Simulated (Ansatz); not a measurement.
A run of Ansatz (development build ahead of 0.2.0) on singlet C₄H₆ at this shape:

```xyz
10

C    -0.0015   -0.0449   -0.7394
C     0.0300   -0.0285    0.7588
C    -0.0154    1.1193   -1.4307
C     0.0322   -1.0835    1.5009
H    -0.0017   -0.9441   -1.2572
H    -0.0422    0.9861    1.1942
H    -0.0270    1.0595   -2.6108
H    -0.0049    2.1502   -0.9932
H    -0.0278   -1.1014    2.5454
H     0.0175   -2.0878    0.9793
```

Its results:

```
Converged                       : yes
Reference energy                : -154.84586 hartree
Correlation energy              : -0.35332 hartree
Total energy                    : -155.19918 hartree
Spin squared of the determinant : 0.000
```

(1) Which input gives this output? Name the method, the orbitals and the basis set, and write the input.

## Answers

(1) RHF-MP2 in 6-31G. An unrestricted run that stays on the closed shell gives the same numbers.

```yaml
crystal:
  periodic: [false, false, false]
  atoms:
    - { symbol: C, position_ang: [-0.00148, -0.04486, -0.73936] }
    - { symbol: C, position_ang: [0.02995, -0.0285, 0.75877] }
    - { symbol: C, position_ang: [-0.01541, 1.11934, -1.43066] }
    - { symbol: C, position_ang: [0.03221, -1.08352, 1.50086] }
    - { symbol: H, position_ang: [-0.00166, -0.9441, -1.25725] }
    - { symbol: H, position_ang: [-0.04216, 0.98614, 1.19424] }
    - { symbol: H, position_ang: [-0.02699, 1.05955, -2.6108] }
    - { symbol: H, position_ang: [-0.00486, 2.15018, -0.99321] }
    - { symbol: H, position_ang: [-0.02778, -1.10137, 2.54537] }
    - { symbol: H, position_ang: [0.01755, -2.08778, 0.97927] }
basis:
  gaussian: { orbitals: "6-31G" }
hamiltonian:
  xc: hf
correlation:
  method: mp2
  frozen_orbitals: { C: 1, H: 0 }
```
